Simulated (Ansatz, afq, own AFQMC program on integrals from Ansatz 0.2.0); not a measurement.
# AlH, singlet: AFQMC among the cluster methods

```xyz
2

Al    0.0000    0.0000    0.0000
H     0.0000    0.0000    1.6045
```

Basis cc-pVTZ. Noble-gas cores (and the filled d shells of Ga–Kr and In–Xe) are frozen. Ansatz 0.2.0 and our own AFQMC program on the same integrals; the CISD trial comes from CCSD amplitudes, and released means the phaseless constraint is let go. ± is one standard error of the sampling.

Determinant: RHF, the one that the program's search chose, which needn't be the lowest solution. The geometry is a PBE0/def2-TZVP stationary point of this or a neighbouring charge and spin state.

Full CI on the same integrals is exact in this basis and with this determinant's frozen core.

Cautions: restricted determinant unstable towards unrestricted (UHF 17 meV lower, ⟨S²⟩ 0.19); the ph-AFQMC/CISD walk drifts between its halves (2.4 errors).

- T1 diagnostic: 0.0131
- weight of the determinant in the CISD state: 0.914
- size of the correlated space: 4 electrons in 43 orbitals

```
  level  correlation energy (eV)
    MP2                  -1.6895
   CCSD                  -2.2418
CCSD(T)                  -2.2799
```

(1) Estimate where full CI lies against CCSD(T) on the same integrals.

(1) 1.1 kJ/mol below CCSD(T).

Reference: full CI, correlation energy -2.292 eV. The released energy is read at 2.40 1/Eh (meV from the phaseless value at times in 1/Eh: -0.7 ± 0.9 at 0.24, -1.9 ± 0.8 at 0.51, -1.1 ± 0.9 at 0.99, -2.9 ± 0.9 at 1.62, -2.3 ± 0.9 at 2.40).

```
         level  E − E(reference) (kJ/mol)  share of correlation (%)
       CCSD(T)                        1.1                     99.49
         CCSDT                        0.2                     99.93
      CCSDT(Q)                        0.0                     99.99
 ph-AFQMC/CISD                 0.4 ± 0.08                     99.83
released AFQMC                 0.2 ± 0.09                     99.93
```

CCSDT and higher add their correlation energy to the determinant of the CCSD(T) run, since their own runs factorise the integrals more tightly (a shift of under 2 meV). A walk keeps the symmetry of its determinant, which the program's search chose and which needn't be the lowest solution, so a lower state of the same spin and another symmetry isn't excluded. Released energies are given only where the last usable release times agree within the noise; a slower fall can still hide under it.
